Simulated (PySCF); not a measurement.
trimethylamine cation (C3H9N), SMILES CN(C)C (connectivity only; charge and spin as stated), charge +1, multiplicity 2. Atoms are numbered in the order given.

```xyz
13

C     -1.3771    -0.4330     0.0000
N      0.0000     0.0000     0.0000
C      0.3135     1.4091     0.0000
C      1.0636    -0.9761     0.0000
H     -1.5591    -1.0641    -0.8894
H     -2.0556     0.4279     0.0000
H     -1.5591    -1.0641     0.8894
H     -0.1419     1.8823    -0.8894
H      1.3983     1.5663     0.0000
H     -0.1419     1.8823     0.8894
H      1.7011    -0.8182    -0.8894
H      1.7011    -0.8182     0.8894
H      0.6573    -1.9941     0.0000
```
Charge +1, spin multiplicity 2.

Geometry optimised at B3LYP-D3(BJ)/def2-SVP. The spin state was assumed, not searched.

The numbers are results of PySCF with B3LYP/def2-TZVP, not measurements.

Atomic charges (e):

```tsv
atom	Mulliken	Löwdin	Mulliken spin
C1	-0.30	…	-0.03
N2	0.11	…	0.79
C3	-0.30	…	-0.03
C4	-0.30	…	-0.03
H5	0.21	…	0.05
H6	0.18	…	0.00
H7	0.21	…	0.05
H8	0.21	…	0.05
H9	0.18	…	0.00
H10	0.21	…	0.05
H11	0.21	…	0.05
H12	0.21	…	0.05
H13	0.18	…	0.00
```

Problem. What belongs in the gaps? (The exact figures need the calculation; the answer reports its results.)

Solution. 
- C1, Löwdin: -0.23
- N2, Löwdin: 0.29
- C3, Löwdin: -0.23
- C4, Löwdin: -0.23
- H5, Löwdin: 0.16
- H6, Löwdin: 0.15
- H7, Löwdin: 0.16
- H8, Löwdin: 0.16
- H9, Löwdin: 0.15
- H10, Löwdin: 0.16
- H11, Löwdin: 0.16
- H12, Löwdin: 0.16
- H13, Löwdin: 0.15

Computed Mayer and Wiberg (Löwdin basis) orders of the bonds:
```json
[
 {"bond": "C1–N2", "Mayer": "0.93", "Wiberg": "1.32"},
 {"bond": "N2–C3", "Mayer": "0.93", "Wiberg": "1.32"},
 {"bond": "N2–C4", "Mayer": "0.93", "Wiberg": "1.32"},
 {"bond": "C1–H5", "Mayer": "0.92", "Wiberg": "0.88"},
 {"bond": "C1–H6", "Mayer": "0.95", "Wiberg": "0.90"},
 {"bond": "C1–H7", "Mayer": "0.92", "Wiberg": "0.88"},
 {"bond": "C3–H8", "Mayer": "0.92", "Wiberg": "0.88"},
 {"bond": "C3–H9", "Mayer": "0.95", "Wiberg": "0.90"},
 {"bond": "C3–H10", "Mayer": "0.92", "Wiberg": "0.88"},
 {"bond": "C4–H11", "Mayer": "0.92", "Wiberg": "0.88"},
 {"bond": "C4–H12", "Mayer": "0.92", "Wiberg": "0.88"},
 {"bond": "C4–H13", "Mayer": "0.95", "Wiberg": "0.90"}
]
```
